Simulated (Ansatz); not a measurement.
# CH3OS+: single points off equilibrium

The task here is to estimate one member of a computed series from the others.

The runs use Ansatz 0.2.0, Gaussian basis; single points in def2-TZVPP.

Correlated methods freeze the cores.

## Where the work starts

SMILES `O[CH+]S`, 6 atoms, charge 1, spin multiplicity 1.

Atoms are counted from 1 here; the program's logs count them from 0.

Bond lengths: O1–C2 1.213 Å, O1–H4 1.157 Å, C2–S3 1.713 Å, C2–H5 1.066 Å, S3–H6 1.330 Å. Angles: C2–O1–H4 125.0°, O1–C2–S3 123.7°, O1–C2–H5 121.6°, S3–C2–H5 113.1°, C2–S3–H6 99.0°.

As a file:

```xyz
6
CH3OS
O    -0.64370   -0.76110   -0.50450
C     0.28140    0.01270   -0.63050
S     0.94970    0.91280    0.66420
H    -1.36900   -0.78830    0.39690
H     0.89750    0.01010   -1.50090
H     0.03100    0.65830    1.59160
```

Set-up of the first run:

File run/in.yaml:

```yaml
crystal:
  periodic: [false, false, false]
  atoms:
    - {symbol: O, position_ang: [-0.643700, -0.761100, -0.504500]}
    - {symbol: C, position_ang: [0.281400, 0.012700, -0.630500]}
    - {symbol: S, position_ang: [0.949700, 0.912800, 0.664200]}
    - {symbol: H, position_ang: [-1.369000, -0.788300, 0.396900]}
    - {symbol: H, position_ang: [0.897500, 0.010100, -1.500900]}
    - {symbol: H, position_ang: [0.031000, 0.658300, 1.591600]}
basis:
  gaussian: {orbitals: def2-TZVPP}
total_charge: 1
correlation: {method: ccsd_t}
output: {forces: true}
```

No record of the launch command was kept for these runs.

Steps of the session up to this table: CCSD(T)/def2-TZVPP; PBE0-D4/def2-TZVPP; wB97M-V/def2-TZVPP; r2SCAN-D4/def2-TZVPP; PBE-D4/def2-TZVPP; r2SCAN0-D4/def2-TZVPP; BHLYP-D4/def2-TZVPP.

One of the session's tables, all rows but one given; the rest of the session is left out.

| method | RMS force component (eV/Å) | angle to CCSD(T) forces (°) |
| --- | --- | --- |
| CCSD(T) | 2.494 | reference |
| PBE0-D4 | 2.364 | 5.3 |
| wB97M-V | 2.378 | 3.5 |
| r2SCAN-D4 | ? | ? |
| PBE-D4 | 2.431 | 4.8 |
| r2SCAN0-D4 | 2.343 | 7.1 |
| BHLYP-D4 | 2.311 | 9.4 |

Estimate the missing values for r2SCAN-D4.

The run gave: RMS force component (eV/Å): 2.390; angle to CCSD(T) forces (°): 2.7. In the column «RMS force component (eV/Å)» it lies between wB97M-V (2.378) and PBE-D4 (2.431).
